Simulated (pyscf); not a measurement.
Four-centre exchange: Cl–SnH(Cl)–Cl + H₂O → HO–Sn(Cl)(Cl)–Cl + H₂

Gas phase, singlet surface, charge 0. Bonds broken: Sn2–H5, O6–H7. Bonds formed: Sn2–O6, H5–H7. Single points on ωB97X-D3(BJ)/def2-SVP structures (PySCF, gas phase).

Transition state (Å):

```xyz
8

Cl     1.3657     0.7588    -1.4173
Sn    -0.4533     0.5233    -0.0092
Cl    -0.0370     2.1147     1.6384
Cl    -2.4869     1.2429    -0.8525
H     -0.8251    -1.3203    -0.7091
O     -0.4330    -1.0652     1.3529
H     -0.7705    -1.5745     0.2769
H     -0.6988    -1.1182     2.2841
```

One imaginary mode, 1465i cm⁻¹; descent along it reached the two sides named, in the forms told below.

| bond | change | reactant side (Å) | saddle | product side |
|---|---|---|---|---|
| Sn2–H5 | breaks | 1.685 | 2.007 | 3.2 |
| O6–H7 | breaks | 0.969 | 1.237 | 2.516 |
| Sn2–O6 | forms | 2.516 | 2.093 | 1.954 |
| H5–H7 | forms | 3.4 | 1.020 | 0.761 |

Electronic energies relative to the separated reactants (kcal/mol):

```json
[
 {"level": "ωB97X-D3(BJ)/def2-TZVP", "barrier": "32.0", "reaction energy": "-0.5", "reverse barrier": "32.5"},
 {"level": "PBE/def2-TZVP", "barrier": "27.6", "reaction energy": "0.0", "reverse barrier": "27.7"},
 {"level": "r²SCAN/def2-TZVP", "barrier": "27.8", "reaction energy": "-1.4", "reverse barrier": "29.2"},
 {"level": "B3LYP-D3(BJ)/def2-TZVP", "barrier": "31.4", "reaction energy": "-0.2", "reverse barrier": "31.5"},
 {"level": "PBE0-D3(BJ)/def2-TZVP", "barrier": "30.5", "reaction energy": "+1.7", "reverse barrier": "28.8"},
 {"level": "M06-2X/def2-TZVP", "barrier": "30.3", "reaction energy": "-3.2", "reverse barrier": "33.5"},
 {"level": "ωB97M-D3(BJ)/def2-TZVP", "barrier": "33.4", "reaction energy": "+1.3", "reverse barrier": "32.1"},
 {"level": "HF/def2-TZVP", "barrier": "50.1", "reaction energy": "+4.2", "reverse barrier": "45.9"}
]
```

With ωB97M-D3(BJ)/def2-TZVP energies and thermal terms (ideal gas, 1 atm, RRHO with modes under 100 cm⁻¹ raised to 100, one conformer, R ln 2 for rigid chiral ones), in kcal/mol:

| T (K) | ΔH‡ | ΔG‡ | ΔH | ΔG |
|---|---|---|---|---|
| 298 | 31.3 | 41.4 | -1.3 | -0.4 |
| 600 | 31.5 | 51.6 | -0.2 | 0.0 |
| 900 | 32.3 | 61.5 | +0.8 | -0.1 |
| 1200 | 33.1 | 71.1 | +1.5 | -0.5 |

On the reactant side the descent ends in a bound adduct (not fully relaxed), 10.4 kcal/mol under the separated species and 42.4 kcal/mol under the saddle at ωB97X-D3(BJ)/def2-TZVP. This is the saddle that the search found; another between the same sides may lie lower. Elements past Kr carry the def2 core potentials, without spin-orbit coupling.
